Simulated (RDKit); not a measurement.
Input for RDKit: MMFF94 on CH6O2 (a complex).

```python
from rdkit import Chem
from rdkit.Chem import AllChem, rdDetermineBonds

blocks = [
'''6

O    -1.66510712    0.46593728   -0.00414787
H    -0.70083812    0.43346528   -0.00379387
C    -2.12653612   -0.86951472    0.00412513
H    -3.21282212   -0.83812772    0.00326213
H    -1.80451112   -1.42899872   -0.87740387
H    -1.80557312   -1.41769372    0.89311813
''',
'''3

O     3.26754588    0.30323328    0.00046513
H     3.70674988    0.69138528   -0.75940687
H     3.70542988    0.70583728    0.75355513
''',
]
mol = None
for b in blocks:
    f = Chem.MolFromXYZBlock(b)
    rdDetermineBonds.DetermineBonds(f, charge=0)
    mol = f if mol is None else Chem.CombineMols(mol, f)
Chem.SanitizeMol(mol)
print(Chem.MolToSmiles(Chem.RemoveHs(mol)))
ff = AllChem.MMFFGetMoleculeForceField(mol, AllChem.MMFFGetMoleculeProperties(mol), nonBondedThresh=100.0, ignoreInterfragInteractions=False)
e = ff.CalcEnergy()
print(f'MMFF94 energy {e:.6f} kcal/mol')
```

The log:

```
CO.O
MMFF94 energy 0.170088 kcal/mol
```

The run finished.

Cost: roughly 0.05 core-seconds.
